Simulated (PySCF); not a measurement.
# CH2O: calculation against experiment

**Measured values to compare with.**

From NIST CCCBDB Release 22 (SRD 101), experimental dipoles, for the gas: dipole moment (microwave Stark effect, vibrational ground state) 2.332 D.

The results are set against them at the end.

Species: CH2O.
Numbering: `[CH2:1]=[O:2]` (hydrogens: H3, H4 on C1)

Cartesian coordinates in Å at the PBE0-D3(BJ)/def2-SVP level; atoms count from 1:
```
atom  x, y, z in Å
C1     0.0932   -0.0451   -0.0262
O2     1.2730   -0.2410   -0.0496
H3    -0.6553   -0.8781   -0.0350
H4    -0.3453    0.9848    0.0062
```

The PySCF runs (gas phase, on this PBE0-D3(BJ)/def2-SVP geometry; no spin–orbit coupling):

```json
{"level": "PBE0-D3(BJ)/def2-SVP, grid level 1", "job": "geometry optimisation from a GFN2-xTB start shaken at random", "basis functions": "38", "wall time": "1.7 s"}
```

Hardware: one thread of an Intel Xeon 6975P-C, no GPU (shared host).

Results beside the measurements:

**Dipole moment.** Measured: 2.332 D (NIST CCCBDB Release 22 (SRD 101), experimental dipoles).

```json
{"level": "PBE0-D3(BJ)/def2-SVP", "computed (D)": "2.179", "computed − measured (D)": "-0.153", "% (from the printed values)": "-7"}
```

The computed dipoles belong to one fixed geometry; measured ones are averaged over vibrations unless marked μe. Magnitudes are compared, not signs.

No measured geometry was used, and the causes of the misses weren't examined.
